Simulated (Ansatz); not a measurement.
# NH₄+ with C₂H₂: superposition error and deformation

An exercise on one series of results from a longer session: the logs are not shown, and one member is left open.

Program: Ansatz 0.2.0, Gaussian basis. Level of theory: PBE0-D4 structures, single points in def2-TZVPPD. These are calculated values, not measurements.

Levels: PBE-D4, revPBE-D4, BLYP-D4, r2SCAN-D4, B97M-V, PBE0-D4, B3LYP-D4, HSE06-D4, wB97X-V, wB97M-V, B2PLYP, Hartree-Fock, MP2, CCSD, CCSD(T).

Cores are frozen in the correlated methods. B3LYP uses VWN-RPA correlation. B2PLYP carries no dispersion term here.

129 further runs of the same task are left out: 129 set aside as unsound or not needed.

### The system as given

The relaxed pair: 9 atoms, charge 1, spin multiplicity 1.

Atoms are counted from 1 here; the program's logs count them from 0.

Bond lengths: N1–H2 1.021 Å, N1–H3 1.021 Å, N1–H4 1.021 Å, N1–H5 1.052 Å, C6–C7 1.201 Å, C6–H8 1.069 Å, C7–H9 1.069 Å. Angles: H2–N1–H3 109.4°, H2–N1–H4 109.3°, H2–N1–H5 109.6°, H3–N1–H4 109.0°, H3–N1–H5 109.7°, H4–N1–H5 109.8°, C7–C6–H8 176.3°, C6–C7–H9 176.3°.

Coordinates:

```
N     0.06493    0.07421   -1.39203
H     1.00763   -0.17156   -1.69862
H    -0.60579   -0.57520   -1.80612
H    -0.15445    1.02221   -1.70218
H     0.00925    0.02139   -0.34309
C    -0.19170   -0.67943    1.66380
C     0.03358    0.49772    1.73868
H    -0.39457   -1.72898    1.66632
H     0.23111    1.53964    1.87315
```

Atoms 1 to 5 are fragment A (NH₄+), the rest fragment B (C₂H₂). From earlier runs, pair energy (eV) and counterpoise interaction (kcal/mol):

| method | E(pair) | interaction |
| --- | --- | --- |
| PBE-D4 | -3649.68945 | -13.53 |
| revPBE-D4 | -3653.79927 | -12.99 |
| BLYP-D4 | -3653.24541 | -12.62 |
| r2SCAN-D4 | -3652.20670 | -12.79 |
| B97M-V | -3654.18985 | -12.34 |
| PBE0-D4 | -3650.00731 | -13.22 |
| B3LYP-D4 | -3654.88268 | -12.61 |
| HSE06-D4 | -3649.79025 | -13.22 |
| wB97X-V | -3653.23691 | -12.14 |
| wB97M-V | -3652.60566 | -12.25 |
| B2PLYP | -3651.38182 | -11.34 |
| Hartree-Fock | -3630.83930 | -8.99 |
| MP2 | -3645.63148 | -11.41 |
| CCSD(T) | -3646.99280 | -11.08 |

First each fragment is run alone in its own basis, frozen in the shape it has in the pair (a, b).

Set-up of the first run:

Contents of a/in.yaml:

```yaml
crystal:
  periodic: [false, false, false]
  atoms:
    - {symbol: N, position_ang: [0.064929, 0.074209, -1.392033]}
    - {symbol: H, position_ang: [1.007633, -0.171563, -1.698621]}
    - {symbol: H, position_ang: [-0.605789, -0.575197, -1.806124]}
    - {symbol: H, position_ang: [-0.154451, 1.022214, -1.702181]}
    - {symbol: H, position_ang: [0.009253, 0.021386, -0.343095]}
basis:
  gaussian: {orbitals: "def2-TZVPPD.json"}
total_charge: 1
hamiltonian: {xc: pbe, dispersion: d4}
```

Contents of b/in.yaml:

```yaml
crystal:
  periodic: [false, false, false]
  atoms:
    - {symbol: C, position_ang: [-0.191700, -0.679434, 1.663804]}
    - {symbol: C, position_ang: [0.033577, 0.497725, 1.738676]}
    - {symbol: H, position_ang: [-0.394566, -1.728979, 1.666321]}
    - {symbol: H, position_ang: [0.231115, 1.539639, 1.873154]}
basis:
  gaussian: {orbitals: "def2-TZVPPD.json"}
hamiltonian: {xc: pbe, dispersion: d4}
```

The basis file named in the input lies beside it (Basis Set Exchange, JSON).

Each run has its own folder and the same command.

Launch:

```sh
$ ansatz run in.yaml --threads 2 --pin off --events-out ev --progress --plain --max-ram 5222MiB
```

Among the steps run: PBE-D4/def2-TZVPPD; r2SCAN-D4/def2-TZVPPD; PBE0-D4/def2-TZVPPD; B3LYP-D4/def2-TZVPPD; wB97X-V/def2-TZVPPD; wB97M-V/def2-TZVPPD; B2PLYP/def2-TZVPPD; BLYP-D4/def2-TZVPPD; revPBE-D4/def2-TZVPPD; B97M-V/def2-TZVPPD; HSE06-D4/def2-TZVPPD; CCSD(T)/def2-TZVPPD; Relaxing NH₄+ alone; Relaxing C₂H₂ alone.

One of the session's tables, all rows but one given; the rest of the session is left out.

```
      method  interaction with counterpoise (kcal/mol)
      PBE-D4                                    -13.53
   revPBE-D4                                    -12.99
     BLYP-D4                                    -12.62
   r2SCAN-D4                                    -12.79
      B97M-V                                    -12.34
     PBE0-D4                                    -13.22
    B3LYP-D4                                    -12.61
    HSE06-D4                                    -13.22
     wB97X-V                                    -12.14
     wB97M-V                                    -12.25
      B2PLYP                                    -11.34
Hartree-Fock                                     -8.99
         MP2                                    -11.41
        CCSD                                         ?
     CCSD(T)                                    -11.08
```

Q: Estimate the row for CCSD from the others.

As computed: interaction with counterpoise (kcal/mol): -10.67. In the column «interaction with counterpoise (kcal/mol)» it lies between CCSD(T) (-11.08) and Hartree-Fock (-8.99).
